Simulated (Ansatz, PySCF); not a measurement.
Species: methyl formate, C$_{2}$H$_{4}$O$_{2}$, net charge 0, singlet state. SMILES: COC=O
Geometry from a B3LYP-D3(BJ)/def2-TZVP (Ansatz, a program for electronic structure) optimisation:
```
O
C 1 1.3374
O 2 1.1990 1 125.87
H 2 1.0980 3 125.01 1 -180.00
C 1 1.4400 2 115.72 4 180.00
H 5 1.0858 1 105.58 2 -180.00
H 5 1.0891 6 110.74 1 119.38
H 5 1.0891 6 110.74 7 121.24
```

Harmonic wavenumbers (cm⁻¹) at B3LYP/6-31G* (Ansatz, at its own minimum) and at B3LYP-D3(BJ)/def2-TZVP (PySCF, at the structure above). 6-31G* holds six Cartesian d functions. Modes are numbered in rising order, 18 in all, and paired by that order; shown are modes over 250 cm⁻¹ that lie over 6 % from every other mode at both levels, one of each degenerate set, at most eight drawn at random. The second level is harmonic too, so this factor is not the one that brings values to measured fundamentals.

```
mode  B3LYP/6-31G* (x)  B3LYP-D3(BJ)/def2-TZVP (y)
----  ----------------  --------------------------
2                  301                         301
3                  349                         344
4                  780                         777
5                  947                         930
14                1832                        1795
```

Q: Fit one scale factor, y = λ·x, by least squares, and use it for mode 6, which lies at 1037 cm⁻¹ at B3LYP/6-31G*.

A: λ = Σxy/Σx² = 4985867/5073835 = 0.9827; the rows scatter about it by 6 cm⁻¹ (root mean square). Prediction for mode 6: 1019 cm⁻¹. The wavenumber at B3LYP-D3(BJ)/def2-TZVP is 1041 cm⁻¹, so the fit misses by -22 cm⁻¹, against -4 cm⁻¹ without it. The fit is meant for this molecule alone.
